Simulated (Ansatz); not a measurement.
System: N2H (charge +1, singlet). It need not be the lowest isomer of its formula. 
Structure (B3LYP-D3(BJ)/def2-TZVP (Ansatz, an electronic-structure program) minimum search):
```xyz
3

N      0.0000     0.0000    -0.4376
N      0.0000     0.0000     0.6484
H      0.0000     0.0000    -1.4756
```
Charge +1, spin multiplicity 1.

Basis-set convergence of Hartree-Fock and CCSD(T) correlation energies (hartree) with Ansatz. Correlated levels leave the core frozen unless marked. No spin-orbit coupling. Non-relativistic.

| basis | functions | E(HF) | E(corr, CCSD(T)) |
|---|---|---|---|
| def2-SVP | 33 | -109.04614 | -0.33142 |
| def2-TZVPP | 76 | -109.18258 | -0.39243 |
| def2-QZVPP | 144 | -109.18713 | -0.41466 |

Extrapolating the two largest sets (X = 3 and 4) as X^-3: E(corr) = (64·(-0.41466) - 27·(-0.39243))/37 = -0.4309 Eh, an estimate of the basis-set limit. The largest set recovers 96.2 % of it, the smallest 76.9 %.
